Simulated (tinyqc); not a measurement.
Inside a calculation. Method: RHF in the sto-3g basis, for H2O, spin multiplicity 1. One step of it, computed by the program tinyqc.

Task: Iteration 1: building the Fock matrix. J_ij = sum D_kl (ij|kl), K_ij = sum D_kl (ik|jl); F = H + J - 0.5 K; E = tr D H + tr D J / 2 - 0.25 tr D K + E_nn.

D at the start:
```
            1O 1s      1O 2s    1O 2px     1O 2py     1O 2pz      2H 1s      3H 1s
1O 1s    0.028130  -0.168423  0.000000   0.000000   0.151240   0.093531   0.093531
1O 2s   -0.168423   1.284294  0.000000   0.000000  -0.375016  -1.120582  -1.120582
1O 2px   0.000000   0.000000  2.000000   0.000000   0.000000   0.000000   0.000000
1O 2py   0.000000   0.000000  0.000000   2.743718   0.000000  -1.195359   1.195359
1O 2pz   0.151240  -0.375016  0.000000   0.000000   1.833154  -0.575023  -0.575023
2H 1s    0.093531  -1.120582  0.000000  -1.195359  -0.575023   3.371276  -0.471261
3H 1s    0.093531  -1.120582  0.000000   1.195359  -0.575023  -0.471261   3.371276
```

core Hamiltonian H = T + V (hartree):
```
             1O 1s      1O 2s     1O 2px     1O 2py     1O 2pz      2H 1s      3H 1s
1O 1s   -32.759021  -7.621824   0.000000   0.000000  -0.021219  -1.888731  -1.888731
1O 2s    -7.621824  -9.369081   0.000000   0.000000  -0.246418  -3.955196  -3.955196
1O 2px    0.000000   0.000000  -7.485589   0.000000   0.000000   0.000000   0.000000
1O 2py    0.000000   0.000000   0.000000  -7.645001   0.000000  -2.051108   2.051108
1O 2pz   -0.021219  -0.246418   0.000000   0.000000  -7.595423  -1.789486  -1.789486
2H 1s    -1.888731  -3.955196   0.000000  -2.051108  -1.789486  -5.222687  -1.848980
3H 1s    -1.888731  -3.955196   0.000000   2.051108  -1.789486  -1.848980  -5.222687
```

Two-electron integrals (ij|kl) in chemists' order, unique and non-zero (hartree):
```
(11|11) 4.785065    (21|11) 0.741380    (21|21) 0.136873    (22|11) 1.118947
(22|21) 0.256633    (22|22) 0.817206    (31|31) 0.024477    (32|31) 0.037809
(32|32) 0.180518    (33|11) 1.115814    (33|21) 0.256684    (33|22) 0.817023
(33|33) 0.880159    (41|41) 0.024477    (42|41) 0.037809    (42|42) 0.180518
(43|43) 0.047444    (44|11) 1.115814    (44|21) 0.256684    (44|22) 0.817023
(44|33) 0.785270    (44|44) 0.880159    (51|51) 0.024477    (52|51) 0.037809
(52|52) 0.180518    (53|53) 0.047444    (54|54) 0.047444    (55|11) 1.115814
(55|21) 0.256684    (55|22) 0.817023    (55|33) 0.785270    (55|44) 0.785270
(55|55) 0.880159    (61|11) 0.185442    (61|21) 0.033921    (61|22) 0.063105
(61|33) 0.062987    (61|41) 0.001194    (61|42) 0.002226    (61|44) 0.063201
(61|51) 0.000991    (61|52) 0.001848    (61|54) 0.000178    (61|55) 0.063134
(61|61) 0.008515    (62|11) 0.426275    (62|21) 0.098883    (62|22) 0.345726
(62|33) 0.340073    (62|41) 0.005668    (62|42) 0.042285    (62|44) 0.349926
(62|51) 0.004704    (62|52) 0.035099    (62|54) 0.008178    (62|55) 0.346861
(62|61) 0.024931    (62|62) 0.177193    (63|31) 0.010644    (63|32) 0.060867
(63|43) 0.008910    (63|53) 0.007396    (63|63) 0.026045    (64|11) 0.227865
(64|21) 0.053572    (64|22) 0.200094    (64|33) 0.190902    (64|41) 0.013355
(64|42) 0.084244    (64|44) 0.214369    (64|51) 0.002251    (64|52) 0.019404
(64|54) 0.012083    (64|55) 0.194793    (64|61) 0.014138    (64|62) 0.124574
(64|64) 0.112686    (65|11) 0.189141    (65|21) 0.044468    (65|22) 0.166089
(65|33) 0.158459    (65|41) 0.002251    (65|42) 0.019404    (65|44) 0.163147
(65|51) 0.012512    (65|52) 0.076974    (65|54) 0.012800    (65|55) 0.176480
(65|61) 0.011735    (65|62) 0.103404    (65|64) 0.071916    (65|65) 0.085740
(66|11) 0.547444    (66|21) 0.129050    (66|22) 0.514872    (66|33) 0.493875
(66|41) 0.010070    (66|42) 0.101539    (66|44) 0.530806    (66|51) 0.008359
(66|52) 0.084283    (66|54) 0.030655    (66|55) 0.519320    (66|61) 0.032872
(66|62) 0.323873    (66|64) 0.260272    (66|65) 0.216040    (66|66) 0.774606
(71|11) 0.185442    (71|21) 0.033921    (71|22) 0.063105    (71|33) 0.062987
(71|41) -0.001194   (71|42) -0.002226   (71|44) 0.063201    (71|51) 0.000991
(71|52) 0.001848    (71|54) -0.000178   (71|55) 0.063134    (71|61) 0.008391
(71|62) 0.024197    (71|64) 0.012472    (71|65) 0.011395    (71|66) 0.031512
(71|71) 0.008515    (72|11) 0.426275    (72|21) 0.098883    (72|22) 0.345726
(72|33) 0.340073    (72|41) -0.005668   (72|42) -0.042285   (72|44) 0.349926
(72|51) 0.004704    (72|52) 0.035099    (72|54) -0.008178   (72|55) 0.346861
(72|61) 0.024197    (72|62) 0.147144    (72|64) 0.070658    (72|65) 0.083633
(72|66) 0.225168    (72|71) 0.024931    (72|72) 0.177193    (73|31) 0.010644
(73|32) 0.060867    (73|43) -0.008910   (73|53) 0.007396    (73|63) 0.021027
(73|73) 0.026045    (74|11) -0.227865   (74|21) -0.053572   (74|22) -0.200094
(74|33) -0.190902   (74|41) 0.013355    (74|42) 0.084244    (74|44) -0.214369
(74|51) -0.002251   (74|52) -0.019404   (74|54) 0.012083    (74|55) -0.194793
(74|61) -0.012472   (74|62) -0.070658   (74|64) -0.013246   (74|65) -0.039176
(74|66) -0.093669   (74|71) -0.014138   (74|72) -0.124574   (74|74) 0.112686
(75|11) 0.189141    (75|21) 0.044468    (75|22) 0.166089    (75|33) 0.158459
(75|41) -0.002251   (75|42) -0.019404   (75|44) 0.163147    (75|51) 0.012512
(75|52) 0.076974    (75|54) -0.012800   (75|55) 0.176480    (75|61) 0.011395
(75|62) 0.083633    (75|64) 0.039176    (75|65) 0.067839    (75|66) 0.140914
(75|71) 0.011735    (75|72) 0.103404    (75|74) -0.071916   (75|75) 0.085740
(76|11) 0.184692    (76|21) 0.043227    (76|22) 0.163497    (76|33) 0.159653
(76|44) 0.162652    (76|51) 0.003264    (76|52) 0.028652    (76|55) 0.168012
(76|61) 0.010802    (76|62) 0.083392    (76|64) 0.050280    (76|65) 0.054709
(76|66) 0.156719    (76|71) 0.010802    (76|72) 0.083392    (76|74) -0.050280
(76|75) 0.054709    (76|76) 0.047217    (77|11) 0.547444    (77|21) 0.129050
(77|22) 0.514872    (77|33) 0.493875    (77|41) -0.010070   (77|42) -0.101539
(77|44) 0.530806    (77|51) 0.008359    (77|52) 0.084283    (77|54) -0.030655
(77|55) 0.519320    (77|61) 0.031512    (77|62) 0.225168    (77|64) 0.093669
(77|65) 0.140914    (77|66) 0.362146    (77|71) 0.032872    (77|72) 0.323873
(77|74) -0.260272   (77|75) 0.216040    (77|76) 0.156719    (77|77) 0.774606
```

nuclear repulsion = 9.52174109 hartree

Give: Coulomb J; exchange K; Fock matrix F; total energy of this density.

Result:

Coulomb J (hartree):
```
         1O 1s   1O 2s  1O 2px  1O 2py  1O 2pz  2H 1s   3H 1s
1O 1s    8.812   2.033   0.000   0.000  -0.028  0.499   0.499
1O 2s    2.033   6.821   0.000   0.000  -0.009  3.047   3.047
1O 2px   0.000   0.000   6.750   0.000   0.000  0.000   0.000
1O 2py   0.000   0.000   0.000   6.900   0.000  1.843  -1.843
1O 2pz  -0.028  -0.009   0.000   0.000   6.808  1.533   1.533
2H 1s    0.499   3.047   0.000   1.843   1.533  5.178   1.530
3H 1s    0.499   3.047   0.000  -1.843   1.533  1.530   5.178
```

exchange K (hartree):
```
         1O 1s   1O 2s  1O 2px  1O 2py  1O 2pz  2H 1s   3H 1s
1O 1s    0.180   0.230   0.000   0.000  -0.031  0.061   0.061
1O 2s    0.230   1.415   0.000   0.000  -0.706  0.610   0.610
1O 2px   0.000   0.000   2.025   0.000   0.000  0.000   0.000
1O 2py   0.000   0.000   0.000   2.163   0.000  0.601  -0.601
1O 2pz  -0.031  -0.706   0.000   0.000   1.765  0.196   0.196
2H 1s    0.061   0.610   0.000   0.601   0.196  1.569   0.311
3H 1s    0.061   0.610   0.000  -0.601   0.196  0.311   1.569
```

Fock matrix F (hartree):
```
          1O 1s   1O 2s  1O 2px  1O 2py  1O 2pz   2H 1s   3H 1s
1O 1s   -24.038  -5.704   0.000   0.000  -0.034  -1.421  -1.421
1O 2s    -5.704  -3.256   0.000   0.000   0.098  -1.213  -1.213
1O 2px    0.000   0.000  -1.748   0.000   0.000   0.000   0.000
1O 2py    0.000   0.000   0.000  -1.827   0.000  -0.508   0.508
1O 2pz   -0.034   0.098   0.000   0.000  -1.670  -0.355  -0.355
2H 1s    -1.421  -1.213   0.000  -0.508  -0.355  -0.829  -0.474
3H 1s    -1.421  -1.213   0.000   0.508  -0.355  -0.474  -0.829
```

total energy of this density = -27.56952 hartree
